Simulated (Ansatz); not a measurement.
The reference is Cu in the fcc (Cu type) structure (space group Fm-3m, No. 225; a = 3.577 Å).

Calculations: r2SCAN in Ansatz (plane waves to 500 eV, PAW, no spin-orbit coupling).

It is then changed as follows: every Cu is replaced by Au; the structure is relaxed again.

Measured lattice parameter a: Cu 3.595 Å (static lattice; corrected from measurement; as listed in Gábor I. Csonka et al., Physical Review B (2009)); Au 4.062 Å (static lattice; corrected from measurement; as listed in Daniel Mejia-Rodriguez, S. B. Trickey, Phys. Rev. B (2018)).

Task: How well does r2SCAN reproduce the measured shift?

Result: With r2SCAN the lattice parameter a moves by +0.547 Å (3.577 → 4.124) against +0.467 Å measured.

Whether these cells are dynamically stable was not tested. The final runs are not spin-polarised.

Ansatz is an electronic-structure program.
